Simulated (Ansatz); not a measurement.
Ansatz (a program for electronic structure) input (CCSD(T)/cc-pVTZ):

Ansatz 0.2 input:
```yaml
crystal:
  periodic: [false, false, false]
  atoms:
    - {symbol: O, position_ang: [0.01545466, 0.72381182, -0.07020381]}
    - {symbol: O, position_ang: [-0.01124373, -0.72607760, -0.04190313]}
    - {symbol: H, position_ang: [0.80569804, 0.89668240, 0.46138431]}
    - {symbol: H, position_ang: [-0.83938551, -0.87855617, 0.43547118]}
basis:
  gaussian:
    orbitals: cc-pVTZ
magnetization: {spin_polarized: false}
correlation: {method: ccsd_t, electrons: outside_noble_gas}
```

Output:

```
Functional definition: HF
integrals: 0.07 GiB planned
527 factors; integrals over basis functions are off by at most 8.8e-4 eV
mean field: 0.14 GiB planned
mean field evaluation 1: about -4103.5214 eV, gradient 2.3e1 eV
mean field evaluation 2: about -4103.5289 eV, gradient 2.3e1 eV
mean field evaluation 4: about -4104.4404 eV, gradient 2.0e0 eV
mean field evaluation 8: about -4104.4492 eV, gradient 6.5e-5 eV
mean field evaluation 16: about -4104.4484 eV, gradient 4.3e-1 eV
mean field -4104.44919132 eV, -150.8357256854 hartree, gradient 2.7e-6 eV, S^2 0.000000; 0 other end points of the search recorded, 0 dependent functions left out
2 core orbitals not correlated
reference -4104.44919132 eV, -150.8357256854 hartree; 7, 7 occupied and 79, 79 virtual orbitals, 527 factors
second order -13.52156241 eV of doubles, -0.00000000 eV of singles
coupled cluster: 0.20 GiB planned
cycle   1  -13.32738879 eV  change    1.9e-1 eV  update   6.7e-2
cycle   2  -13.66319094 eV  change   -3.4e-1 eV  update   2.0e-2
cycle   3  -13.72354004 eV  change   -6.0e-2 eV  update   8.7e-3
cycle   4  -13.72174996 eV  change    1.8e-3 eV  update   2.0e-3
cycle   5  -13.72319664 eV  change   -1.4e-3 eV  update   9.2e-4
cycle   6  -13.72319509 eV  change    1.6e-6 eV  update   3.4e-4
cycle   7  -13.72306539 eV  change    1.3e-4 eV  update   1.4e-4
cycle   8  -13.72304117 eV  change    2.4e-5 eV  update   6.2e-5
cycle   9  -13.72302641 eV  change    1.5e-5 eV  update   3.2e-5
cycle  10  -13.72302577 eV  change    6.4e-7 eV  update   1.3e-5
perturbative correction -0.50227311 eV, -0.0184581964 hartree
Total energy: -4118.67449020 eV, -151.3584957771 hartree
```
